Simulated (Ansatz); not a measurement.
The input, for Ansatz 0.2.0:

```yaml
crystal:
  periodic: [false, false, false]
  atoms:
    - {symbol: Si, position_ang: [0.000000, 0.000000, -0.717481]}
    - {symbol: B, position_ang: [0.000000, 0.000000, -2.756037]}
    - {symbol: H, position_ang: [0.000000, 0.000000, 3.473519]}
basis:
  gaussian: {orbitals: 6-31G}
correlation: {active_space: {window: {electrons: 8, orbitals: 7}, fixed_orbitals: true}}
```

```sh
$ ansatz run in.yaml --threads 1 --pin off --events-out ev --progress --plain --max-ram 2393MiB
```

The program prints:

```
299 factors; integrals over basis functions are off by at most 1.0e-4 eV
mean field evaluation 1: about -8531.4778 eV, gradient 1.7e1 eV
mean field evaluation 2: about -8531.4785 eV, gradient 1.7e1 eV
mean field evaluation 4: about -8531.5986 eV, gradient 1.9e1 eV
mean field evaluation 8: about -8535.8228 eV, gradient 4.1e-1 eV
mean field evaluation 16: about -8535.8406 eV, gradient 1.2e0 eV
mean field evaluation 32: about -8535.8223 eV, gradient 6.5e-3 eV
mean field evaluation 64: about -8534.9456 eV, gradient 5.8e-6 eV
mean field evaluation 96: about -8535.1150 eV, gradient 3.8e0 eV
mean field evaluation 128: about -8535.8868 eV, gradient 2.3e-1 eV
mean field evaluation 160: about -8535.8325 eV, gradient 7.8e-1 eV
mean field evaluation 192: about -8535.9003 eV, gradient 3.8e-1 eV
mean field -8535.89498295 eV, -313.6883547860 hartree, gradient 2.7e-6 eV, S^2 0.000000; 18 other end points of the search recorded, 0 dependent functions left out
reference -8535.89498295 eV, -313.6883547860 hartree; 10, 10 occupied and 14, 14 virtual orbitals, 299 factors
state -8541.05735259 eV, -313.8780683711 hartree
Total energy: -8541.05735259 eV, -313.8780683711 hartree
```

Natural occupations: 1.9939 1.9589 1.7950 1.0947 0.9277 0.1551 0.0746.

Ran on 1 thread of Arm Neoverse V2, shared host: 0.39 s wall, 0.17 GiB peak host memory.
